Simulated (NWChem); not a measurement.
Molecule: ammonia (NH3); SMILES N

```xyz
4

N      0.0000     0.0000     0.1389
H      0.6618     0.6618    -0.2664
H      0.2422    -0.9040    -0.2664
H     -0.9040     0.2422    -0.2664
```
Atoms are numbered in this order, from 1.

Computed with NWChem. Pople sets run with spherical d functions. All runs use the structure optimised with PBE0/def2-SVP. Vzz is the largest principal value of the second derivative of the potential at the nucleus (NWChem prints the opposite sign); η is the asymmetry. Non-relativistic.

| level | Vzz N1 (a.u.) | η N1 |
|---|---|---|
| PBE0/6-31G* | -0.871 | 0.00 |
| PBE0/def2-TZVP | -0.880 | 0.00 |
| PBE/cc-pVTZ | ? | 0.00 |
| PBE/def2-TZVP | -0.865 | 0.00 |

Fill in the missing entries.


- PBE/cc-pVTZ, Vzz N1 (a.u.): -0.892
